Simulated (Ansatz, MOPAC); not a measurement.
System: C3H9O (charge +1, singlet). SMILES: CC[OH+]C

Atoms: O1, C2, C3, C4, H5, H6, H7, H8, H9, H10, H11, H12, H13. Bonds: O1-C2, O1-C3, O1-H13, C2-C4, C2-H5, C2-H6, C3-H7, C3-H8, C3-H9, C4-H10, C4-H11, C4-H12.

Bond lengths (Å) and angles (degrees) optimised at PM7 with MOPAC; HF/STO-3G with Ansatz (an electronic-structure program); B3LYP/6-31G* with Ansatz; MP2/6-31G* with Ansatz, each started from the B3LYP-D3(BJ)/def2-TZVP structure (Ansatz) of the last column. A row stands for all coordinates that are equal there; 13 of 30 kinds are shown. 6-31G* holds six Cartesian d functions. No wavenumbers were computed at HF/STO-3G, MP2/6-31G*, so these may be saddle points.

```
coordinate             PM7       HF/STO-3G  B3LYP/6-31G*  MP2/6-31G*  B3LYP-D3(BJ)/def2-TZVP
----------  --------------  --------------  ------------  ----------  ----------------------
O1-C2                1.533           1.490         1.529       1.518                   1.524
O1-C3                1.476           1.473         1.490       1.492                   1.485
O1-H13               1.044           0.989         0.980       0.986                   0.974
C2-C4                1.488           1.536         1.506       1.503                   1.499
C2-H5                1.111           1.096         1.090       1.089                   1.086
C2-H6       1.104 to 1.107  1.087 to 1.098         1.093       1.091                   1.089
C3-H7       1.102 to 1.104           1.094         1.089       1.087                   1.085
C3-H8                1.095           1.096         1.091       1.089                   1.087
C2-O1-C3             112.2           118.7         117.8       116.5                   117.5
O1-C2-C4             104.1           108.6         108.2       107.7                   108.2
C2-O1-H13            106.7           112.4         110.4       109.9                   110.7
C3-O1-H13            107.0           112.3         111.5       110.8                   111.9
O1-C2-H5             100.0           104.4         102.4       102.6                   102.6
```

A range marks coordinates that this level makes unequal.

Mean signed difference of all 12 bond lengths from B3LYP-D3(BJ)/def2-TZVP: PM7 0.016 Å, HF/STO-3G 0.003 Å, B3LYP/6-31G* 0.005 Å, MP2/6-31G* 0.003 Å.
